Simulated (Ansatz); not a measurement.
# C2H5 (doublet): wave-function methods side by side, cc-pVDZ

One table from this session's results is given with a row withheld; the runs are named, their logs left out.

The runs use Ansatz 0.2.0, Gaussian basis; cc-pVDZ, core rule «outside noble gas», up to 2 orbitals frozen.

The runs, in order: UHF; CCSD(T) on ROHF; CCSD(T) on UHF; BCCD(T) on ROHF; CISD; CCSDT(Q) on ROHF; CCSDT(Q) on UHF; CASSCF and MRCISD+Q, 13 electrons in 13 orbitals; CASSCF and NEVPT2, 13 electrons in 13 orbitals.

19 further runs of the same task are left out: 2 that didn't finish, 17 set aside as unsound or not needed.

## The geometry

The geometry is an MP2(full)/6-31G* stationary point (not a proven minimum).

7 atoms, charge 0, spin multiplicity 2.

Atoms are counted from 1 here; the program's logs count them from 0.

Bond lengths: C1–C2 1.489 Å, C1–H3 1.100 Å, C1–H4 1.093 Å, C1–H5 1.093 Å, C2–H6 1.082 Å, C2–H7 1.082 Å. Angles: C2–C1–H3 111.9°, C2–C1–H4 111.4°, C2–C1–H5 111.4°, H3–C1–H4 106.9°, H3–C1–H5 106.9°, H4–C1–H5 108.1°, C1–C2–H6 120.7°, C1–C2–H7 120.7°, H6–C2–H7 117.2°.

The first run:

Contents of in.yaml:

```yaml
crystal:
  periodic: [false, false, false]
  atoms:
    - {symbol: C, position_ang: [-0.008466, -0.715106, 0.000000]}
    - {symbol: C, position_ang: [-0.008466, 0.773984, 0.000000]}
    - {symbol: H, position_ang: [1.011994, -1.124531, 0.000000]}
    - {symbol: H, position_ang: [-0.511144, -1.114102, 0.884839]}
    - {symbol: H, position_ang: [-0.511144, -1.114102, -0.884839]}
    - {symbol: H, position_ang: [0.106030, 1.325576, 0.923705]}
    - {symbol: H, position_ang: [0.106030, 1.325576, -0.923705]}
basis:
  gaussian: {orbitals: cc-pVDZ}
magnetization: {spin_polarized: true, initial_magnetization: 1}
hamiltonian: {xc: hf}
output: {orbitals: {seedname: orbitals}}
```

The run is started by

```
> ansatz run in.yaml --threads 1 --pin off --events-out ev --progress --plain --max-ram 3956MiB --backend cpu
```

Among the steps run: UHF; CCSD(T) on ROHF; CCSD(T) on UHF; BCCD(T) on ROHF; CISD; CCSDT(Q) on ROHF; CCSDT(Q) on UHF; CASSCF and MRCISD+Q, 13 electrons in 13 orbitals; CASSCF and NEVPT2, 13 electrons in 13 orbitals.

One table of the session follows, with a row left open; its other results are not shown here.

```
          method  from UCCSDT(Q) (meV)
            ROHF                     ?
             UHF               +8509.2
            RMP2               +1219.5
            UMP2               +1224.3
            CISD                +895.8
           RCCSD                +226.8
           UCCSD                +225.1
        RCCSD(T)                 +28.9
        UCCSD(T)                 +28.8
         BCCD(T)                 +28.8
          RCCSDT                  +9.9
          UCCSDT                  +9.4
       RCCSDT(Q)                  +0.7
       UCCSDT(Q)                     0
  CASSCF valence               +5176.5
  NEVPT2 valence               +1182.5
  MRCISD valence                +338.5
MRCISD+Q valence                 +31.2
```

Estimate the missing values for ROHF.

The run gave: from UCCSDT(Q) (meV): +8629.3. In the column «from UCCSDT(Q) (meV)» it is the highest.

To keep in mind: Restricted and unrestricted rows rest on different reference determinants; where their highest levels disagree by more than a few hundredths of an eV, they describe different states and don't form one ladder.
